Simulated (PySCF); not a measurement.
One ligand Y is varied and pulled off as a radical: Zr(F)3–Y. All species are isolated molecules in the gas phase. Multiplicities are imposed; where one is given, others were not computed. Strings in code marks are SMILES. In the def2 sets, heavy atoms carry core potentials. All members: neutral, multiplicity 2. Level: B3LYP-D3(BJ)/def2-TZVP // TPSS-D3(BJ)/def2-SVP (PySCF), beside PBE-D3(BJ)/def2-TZVP // TPSS-D3(BJ)/def2-SVP (PySCF) at the same geometries. B3LYP has the VWN-RPA correlation part, as in Gaussian.  Orbital energies are measured against the vacuum level.

```
species   highest occupied spin orbital, PBE (eV)  highest occupied spin orbital, B3LYP-D3(BJ) (eV)
--------  ---------------------------------------  ------------------------------------------------
`[NH2]`                                     -7.17                                             -8.54
`[OH]`                                      -7.14                                          withheld
`[SH]`                                      -6.12                                             -7.17
`[CH3]`                                     -5.38                                             -6.45
[Zr(F)3]                                    -4.87                                             -5.80
```

Question: Fit y = a + b·x, y being the highest occupied spin orbital at the first level, to the 4 complete rows by least squares, with x = the PBE value in eV. Give a, b and the rms residual, and predict the withheld value.

Answer: Means of the 4 rows: x̄ = -5.885, ȳ = -6.99 eV. Σ(x − x̄)² = 2.9917 and Σ(x − x̄)(y − ȳ) = 3.5146, so b = 1.175 and a = ȳ − b·x̄ = -0.075 eV. The rms residual is 0.059 eV. At x = -7.14 the line gives -8.46 eV. The run for `[OH]` gave -8.82 eV, so the line is off by 0.36 eV, more than twice the rms residual.

Codes: PySCF.
